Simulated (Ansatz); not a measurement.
Relaxing ZrPOs

These are results of DFT PBEsol, scalar-relativistic, plane waves, PAW in Ansatz, not measurements.

The start is a database structure of ZrPOs, space group P-62m (No. 189).

The final relaxation ran on this input, with the default PAW datasets:

```yaml
crystal:
  lattice:
    - [6.3958429657, 0.0, 0.0]
    - [-3.1979214828, 5.5389624869, 0.0]
    - [0.0, 0.0, 3.85040674]
  atoms:
    - { symbol: Zr, position: [0.0, 0.4167516, 0.5] }
    - { symbol: Zr, position: [0.5832484, 0.5832484, 0.5] }
    - { symbol: Zr, position: [0.4167516, 0.0, 0.5] }
    - { symbol: P, position: [0.33333333, 0.66666667, 0.0] }
    - { symbol: P, position: [0.66666667, 0.33333333, 0.0] }
    - { symbol: P, position: [0.0, 0.0, 0.5] }
    - { symbol: Os, position: [0.0, 0.75354221, 0.0] }
    - { symbol: Os, position: [0.24645779, 0.24645779, 0.0] }
    - { symbol: Os, position: [0.75354221, 0.0, 0.0] }
basis:
  ecutwfc: 420
kpoints:
  mp_grid: { grid: [6, 6, 10] }
hamiltonian:
  xc: pbesol
scf:
  occupations: { method: gaussian, width: 0.1 }
output:
  forces: true
  stress: true
  eigenvalues: true
  write_density: true
  write_potential: true
  elf: true
  volumetric_format: npy
relax:
  adjacent_minimum: "off"
  f_tol: 0.01
  max_steps: 80
  cell: { stress_tol: 0.05 }
```

Launched as:

```bash
ansatz run input.yaml --threads 1 --pin off --max-ram 2560MiB --backend cpu --events-out ev --progress --plain --runs-dir out
```

The run took 4 min on 1 thread of Arm Neoverse V1, with other jobs on the host, peak memory 0.55 GiB.

The program printed at the end:

```
SCF converged after 7 iterations
Free energy (F): -48368.321700 eV
Harris-Foulkes:  -48368.321700 eV  (|F-HF|=7.28e-12)
Internal energy: -48368.288464 eV  (E = F + TS)
E sigma→0 (E₀):  -48368.305082 eV
Entropy (-TS):   -0.033236 eV (-3.693 meV/atom)
Fermi energy:    19.077103 eV
--- Per-component energies (eV) ---
  E_band       = -456.721582
  E_kinetic    = 2932.706063
  E_local      = -5292.428655  (includes V_loc(G=0)·N_el)
  E_nonlocal   = 343.339196
  E_hartree    = 2045.130895
  E_xc         = -1475.764274
  E_vxc        = -1625.080779  (∫ρ·V_xc dr)
  E_paw        = -37003.374467  (= ΣΔE_a)
  E_vpaw       = -905.519056  (= ΣTr[D̂ρ^β])
  E_aug_tail   = -0.000142  (compensation charges beyond the density's cutoff)
  E_ewald      = -9919.276329
  E_core_change = 1.379249  (= ΣΔE_core)
  E_smearing   = -0.033236  (= −TS)
  E_closure    = 0.000000  (closes the sum)
  Σ components = -48368.321700   (vs F -48368.321700, Δ=0.00e0)
--- Forces (eV/Å), atoms counted from 1 ---
  atom   1  Zr    -0.00062305     0.00107915     0.00000000
  atom   2  Zr    -0.00062305    -0.00107915     0.00000000
  atom   3  Zr     0.00124610     0.00000000     0.00000000
  atom   4  P      0.00000000     0.00000000     0.00000000
  atom   5  P      0.00000000     0.00000000     0.00000000
  atom   6  P      0.00000000     0.00000000     0.00000000
  atom   7  Os    -0.00402999     0.00698015     0.00000000
  atom   8  Os    -0.00402999    -0.00698015     0.00000000
  atom   9  Os     0.00805999     0.00000000     0.00000000
  max |Σ_I F_I| component: 1.47e-16 eV/Å
--- Stress (GPa, compression-positive) ---
       -0.014395       0.000000       0.000000
        0.000000      -0.014395       0.000000
        0.000000       0.000000      -0.028992
  P = ⅓ Tr σ = -0.0193 GPa (-0.193 kbar)
--- Relaxed structure (5 steps of the walk, 5 accepted, 1 SCFs on fresh bases) ---
  F+E_penalty+E_count = -48368.32170006 eV   max|allowed force component| = 8.060e-3 eV/Å   (the final SCF, on the basis selected at the relaxed cell)
  cell:  # Å, volume = 135.6538 Å³
    - [6.397032, 0.000000, 0.000000]
    - [-3.198516, 5.539992, 0.000000]
    - [0.000000, 0.000000, 3.827758]
  atoms:
    - { symbol: Zr, position: [0.000000, 0.416481, 0.500000] }
    - { symbol: Zr, position: [0.583519, 0.583519, 0.500000] }
    - { symbol: Zr, position: [0.416481, 0.000000, 0.500000] }
    - { symbol: P, position: [0.333333, 0.666667, 0.000000] }
    - { symbol: P, position: [0.666667, 0.333333, 0.000000] }
    - { symbol: P, position: [0.000000, 0.000000, 0.500000] }
    - { symbol: Os, position: [0.000000, 0.754193, 0.000000] }
    - { symbol: Os, position: [0.245807, 0.245807, 0.000000] }
    - { symbol: Os, position: [0.754193, 0.000000, 0.000000] }
```

Total energies depend on the potentials used, so only differences within one code and one set of settings carry meaning.

The result has space group P-62m (No. 189). Zr is coordinated by 5 P at 2.66–2.71 Å, 6 Os at 2.89–3.01 Å and 4 Zr at 3.33 Å (next P at 3.73 Å); P on Wyckoff site c (2 atoms of the primitive cell) is coordinated by 3 Os at 2.46 Å and 6 Zr at 2.71 Å; around P on Wyckoff site b (1 atom of the primitive cell) lie 6 Os at 2.48 Å and 3 Zr at 2.66 Å; Os has 4 P at 2.46–2.48 Å, 2 Os at 2.72 Å and 6 Zr at 2.89–3.01 Å.

Against the elements it lies at -1.01 eV/atom. Energies over the elements count from the elements' standard structures at the same level, with no empirical corrections.

The k mesh leaves about 4 meV/atom of noise in metals. Spin–orbit coupling is left out.

Symmetry constrained the relaxation, so the result can be a saddle point.